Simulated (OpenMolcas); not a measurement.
**CH2ClF (chlorofluoromethane) at SVWN5/ANO-L-VDZ**

Aim: the vertical ionisation energy of CH2ClF (chlorofluoromethane) at SVWN5/ANO-L-VDZ, from 2 runs. 

The calculation is run with OpenMolcas 26.06.

## Step 1: The molecule

The species is CH2ClF (5 atoms), meant as a singlet with charge 0. As SMILES, `FCCl`. The shape is that of a GFN2-xTB optimisation.

Bond lengths: F1–C2 1.350 Å, C2–Cl3 1.778 Å, C2–H4 1.094 Å, C2–H5 1.093 Å. Angles: F1–C2–Cl3 109.9°, F1–C2–H4 108.3°, F1–C2–H5 108.3°, Cl3–C2–H4 108.8°, Cl3–C2–H5 108.8°, H4–C2–H5 112.8°.

## Step 2: Energy and gradient at SVWN5/ANO-L-VDZ

The input, input.xyz:

```xyz
5

F     -0.961430     0.555620     0.759570
C      0.089310     0.086110     0.053530
Cl    -0.435760    -1.243020    -1.003820
H      0.832390    -0.297250     0.758420
H      0.475490     0.898550    -0.567690
```

The input, job.input:

```
* CH2ClF Kohn-Sham DFT
>>> EXPORT MOLCAS_PRINT=2
&GATEWAY
COORD
input.xyz
BASIS
ANO-L-VDZ
GROUP
NoSym
&SEWARD
&SCF
KSDFT
SVWN5
PRORBITALS
1 1
&ALASKA
```

Launch:

```
$ export MOLCAS_MEM=1860
$ pymolcas job.input > job.log
```

Standard output, shortened:

```text
--- Start Module: gateway ---
[...]
--- Stop Module: gateway /rc=_RC_ALL_IS_WELL_ ---
[...]
      Basis functions           35
[...]
--- Start Module: scf ---
[...]
       Convergence after  14 Iterations
[...]
::    Total KS-DFT energy                            -596.8669821376
[...]
      Total spin, S                                     0.0000000000
[...]
      Total electronic charge=   34.000000
      Total            charge=   -0.000000
[...]
      Dipole Moment (debye):
      Origin of the operator (angstrom)=   -0.4577   -0.4600   -0.2918
                   X=  2.2097E+00               Y=  7.7713E-01               Z=  1.0638E-01           Total=  2.3447E+00
      Quadrupole Moment (debye*angstrom):
[...]
--- Stop Module: scf /rc=_RC_ALL_IS_WELL_ ---
[...]
--- Start Module: alaska ---
[...]
 *              Molecular gradients               *
 **************************************************
  Irreducible representation: a
 ------------------------------------------------------------------------------------------
                              X                       Y                       Z
 ------------------------------------------------------------------------------------------
  F1                4.12434039105714E-02   -1.88125119883722E-02   -2.80619732404030E-02
  C2               -3.19776884128853E-02   -9.77527742058726E-05    8.19322814259094E-03
  CL3               6.26389534326455E-03    2.09574320691370E-02    1.72148085600252E-02
  H4               -9.60486491409096E-03    5.42148500508444E-03   -5.78644770582182E-03
  H5               -5.92474592686676E-03   -7.46865231165561E-03    8.44038424361271E-03
 ------------------------------------------------------------------------------------------
--- Stop Module: alaska /rc=_RC_ALL_IS_WELL_ ---
[...]
```

It took 6 s on 1 thread of Arm Neoverse V1, shared host; peak memory 0.37 GiB.

## Step 3: The doublet cation at the same level

input.xyz is that of step 2.

The input, job.inp:

```
&GATEWAY
 Coord
 input.xyz
 Basis
 ANO-L-VDZ
 Group
 NoSym

&SEWARD

&SCF
 UHF
 Charge
 1
 Spin
 2
 KSDFT
 SVWN5
 PrOrbitals
 1 1

&ALASKA
```

Launch:

```
$ export MOLCAS_MEM=1860
$ pymolcas job.inp > job.log
```

Standard output, shortened:

```text
--- Start Module: gateway ---
[...]
--- Stop Module: gateway /rc=_RC_ALL_IS_WELL_ ---
[...]
      Basis functions           35
[...]
--- Start Module: scf ---
[...]
       Convergence after  21 Iterations
[...]
::    Total KS-DFT energy                            -596.4372203929
[...]
      Total spin, S                                     0.5002595488
[...]
      Total electronic charge=   33.000000
      Total            charge=    1.000000
[...]
      Dipole Moment (debye):
      Origin of the operator (angstrom)=   -0.4577   -0.4600   -0.2918
                   X=  3.0701E+00               Y=  3.5529E-01               Z= -5.0455E-01           Total=  3.1315E+00
      Center of Charge (angstrom)
[...]
--- Stop Module: scf /rc=_RC_ALL_IS_WELL_ ---
[...]
--- Start Module: alaska ---
[...]
 *              Molecular gradients               *
 **************************************************
  Irreducible representation: a
 ------------------------------------------------------------------------------------------
                              X                       Y                       Z
 ------------------------------------------------------------------------------------------
  F1                1.68537297798252E-02   -1.33092211153105E-02   -1.65464508357953E-02
  C2                2.73188903691581E-02    9.74215349378671E-03    1.14829623694446E-03
  CL3              -1.63465024506682E-03    1.38979450998455E-02    1.29653250509740E-02
  H4               -2.53466317329565E-02    8.79253601596885E-03   -1.42252734699895E-02
  H5               -1.71913381709579E-02   -1.91234134943059E-02    1.66581030178499E-02
 ------------------------------------------------------------------------------------------
--- Stop Module: alaska /rc=_RC_ALL_IS_WELL_ ---
[...]
```

Run time: 7.8 s. Hardware: 1 thread of Arm Neoverse V1, shared host; peak memory 0.37 GiB.

## Step 4: Summary of results

Level: SVWN5/ANO-L-VDZ.

```
                                          quantity          value
                      singlet CH2ClF: total energy  -596.86698 Eh
                     singlet CH2ClF: dipole moment         2.34 D
                       singlet CH2ClF: HOMO energy       -7.72 eV
                       singlet CH2ClF: LUMO energy       -0.87 eV
                     singlet CH2ClF: HOMO–LUMO gap        6.85 eV
          singlet CH2ClF: largest force on an atom     2.742 eV/Å
                      doublet cation: total energy  -596.43722 Eh
doublet cation: HOMO energy (highest over α and β)      -16.02 eV
 doublet cation: LUMO energy (lowest over α and β)      -15.62 eV
                              doublet cation: ⟨S²⟩          0.751
          doublet cation: largest force on an atom     1.576 eV/Å
vertical ionisation energy (to the doublet cation)      11.694 eV
```

Removing an electron at fixed nuclei costs 11.69 eV (1128 kJ/mol). The largest force (singlet CH2ClF) is 2.74 eV/Å: the shape isn't a stationary point for this species at this level. −ε(HOMO) before ionisation, 7.72 eV, is 3.97 eV below this ionisation energy. Mulliken charges (singlet CH2ClF) run from -0.27 on C2 to +0.21 on H4; they depend strongly on the basis.
